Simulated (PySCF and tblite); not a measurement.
C3H2O2, numbered as in [CH:1]#[C:2][C:3](=[O:4])[OH:5].

Conformers came from 60 starts (ETKDG and KDG, MMFF94s, GFN2-xTB); geometries are PBE0-D3(BJ)/def2-SVP. Free energies are PBE0-D3(BJ)/pcSseg-1 (IEF-PCM, chloroform) single points with GFN2-xTB rigid-rotor and vibrational terms (modes under about 100 cm⁻¹ blended into free rotors). Symmetry numbers and mirror images are counted. Conformers within 3 kcal/mol (GFN2-xTB free energy) were kept, 8 at most. GIAO shieldings: PBE0/pcSseg-1 (IEF-PCM, chloroform). Shifts are against TMS (¹H), TMS (¹³C) at the same level. Programs: PySCF with density fitting and tblite.

Torsions listed: O4–C3–O5–H5.

| conformer | shape | weight % | dipole D |
| --- | --- | --- | --- |
| 1 | 0° | 100.0 | 2.00 |

How do the computed shifts compare with measured ones?


```csv
nucleus,signal,leading conformer,average,measured,medium
¹³C,C1,87.2,87.2,78.6,not stated per compound (mostly CDCl3 or CCl4)
¹³C,C2,76.6,76.6,74,not stated per compound (mostly CDCl3 or CCl4)
```

Measured values: Pretsch, Buehlmann, Badertscher, Structure Determination of Organic Compounds, 4th ed. (2009). Mean difference for ¹³C: 5.60 ppm, scatter 3.00 ppm. The computed shifts are unscaled and lack vibrational corrections.
